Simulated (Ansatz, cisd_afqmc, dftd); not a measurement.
Reaction: H2O (oxidane, SMILES O) + H+ → H3O+ (SMILES [OH3+])
Each species at its own B3LYP-D3(BJ)/def2-TZVP minimum (Ansatz, a first-principles code).

Quantity: proton affinity (electronic), positive where energy is released, in kcal/mol. Open shells are spin-unrestricted; no spin-orbit coupling. Cores are frozen in correlated methods. Rows without X2C or -DK are non-relativistic. AFQMC/CISD: phaseless, guided by CISD from CCSD amplitudes; bars are statistical, one sigma. Outlying blocks are dropped, and bars are widened where a walk drifts. Over all cases where full CI ran beside it in this data, AFQMC minus full CI had a median of +0.1 mEh and passed +0.4 mEh in a tenth of the cases. CBS(X,Y): correlation extrapolated as X^-3, Hartree-Fock from the larger set (Q,5: extrapolated as (X+1)exp(-9√X)). A bracket is a step between two methods taken in the basis named. Functionals run without relativity, which enters their misses. Double hybrids freeze cores in their MP2 part. 'core' is core correlation in cc-pwCVTZ, 'X2C' scalar relativity in cc-pVTZ-DK, both at CCSD(T).

```
level                                                                                                          program  proton affinity (kcal/mol)  difference against the last row
------------------------------------------------------------------------------------------------------  --------------  --------------------------  -------------------------------
HF/cc-pV5Z                                                                                                      Ansatz                       175.7                              4.6
CAM-B3LYP/def2-TZVPD                                                                                            Ansatz                       169.4                             -1.7
B2PLYP/def2-TZVPD                                                                                               Ansatz                       169.8                             -1.3
B2GP-PLYP-D4/def2-TZVPD                                                                                 Ansatz + dftd4                       170.2                             -0.9
CCSD(T)/cc-pVQZ                                                                                                 Ansatz                       172.9                              1.8
CCSD(T)/CBS(cc-pVTZ,cc-pVQZ)                                                                                    Ansatz                       172.0                              0.9
CCSD(T)/CBS(cc-pVQZ,cc-pV5Z) + core + X2C                                                                       Ansatz                       171.1                              0.0
CCSDT(Q)/cc-pVDZ                                                                                                Ansatz                       180.5                              9.4
CCSDT(Q)/cc-pVTZ                                                                                                Ansatz                       175.1                              4.0
CCSDTQ/cc-pVDZ                                                                                                  Ansatz                       180.5                              9.4
AFQMC/CISD/cc-pVTZ                                                                                          cisd_afqmc                 175.2 ± 0.3                              4.1
CCSD(T)/CBS(cc-pVQZ,cc-pV5Z) + [CCSDT(Q) - CCSD(T)]/cc-pVQZ + [CCSDTQ - CCSDT(Q)]/cc-pVDZ + core + X2C          Ansatz                       171.1                              0.0
```
